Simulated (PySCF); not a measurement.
Species: C₃H₄O₃.
Numbering: `[O:1]=[C:2]([OH:3])[C@@H:4]1[CH2:5][O:6]1` (hydrogens: H7 on O3; H8 on C4; H9, H10 on C5)

Geometry (PBE0-D3(BJ)/def2-SVP, Å), atoms numbered from 1 in this order:
```xyz
10
C3H4O3 angstrom
O      1.5894   -1.5520    0.4673
C      1.0824   -0.4637    0.4063
O      1.7301    0.6381    0.0214
C     -0.3577   -0.2135    0.7234
C     -1.1698    0.6521   -0.1468
O     -0.7356    1.0825    1.1121
H      2.6372    0.3653   -0.1852
H     -0.8288   -1.0475    1.2562
H     -0.6950    1.1385   -1.0078
H     -2.2418    0.4376   -0.2436
```

The closed-shell ground state was solved at several levels (PySCF, density fitting, gas phase, non-relativistic).

```json
{"level": "PBE/pcSseg-2", "basis functions": "272", "HOMO (eV)": "-6.53", "LUMO (eV)": "-1.57", "gap (eV)": "4.96", "dipole (D)": "1.74"}
{"level": "PBE0/def2-SVPD", "basis functions": "161", "HOMO (eV)": "-8.30", "LUMO (eV)": "-0.58", "gap (eV)": "7.72", "dipole (D)": "1.83"}
{"level": "B3LYP/pcJ-1", "basis functions": "202", "HOMO (eV)": "-7.86", "LUMO (eV)": "-0.62", "gap (eV)": "7.24", "dipole (D)": "1.82"}
```

Problem. Estimate the row for PBE0/pcSseg-1, a basis of 122 functions; the other rows only guide the guess.

Solution. HOMO -8.15 eV, LUMO -0.36 eV, gap 7.79 eV, dipole 1.84 D.

Problem. Over all these levels, which gives the widest orbital gap and which the narrowest?

Solution. PBE0/pcSseg-1 (global hybrid, 25 % exact exchange) has the widest, 7.79 eV, and PBE/pcSseg-2 (GGA) the narrowest, 4.96 eV. Functional and basis both differ between the two, so the spread mixes both effects.

Problem. How far do the dipole and the HOMO energy spread over the levels?

Solution. The dipole runs from 1.74 to 1.84 D (mean 1.81 D) and the HOMO from -8.30 to -6.53 eV.

One conformer stands for the species.
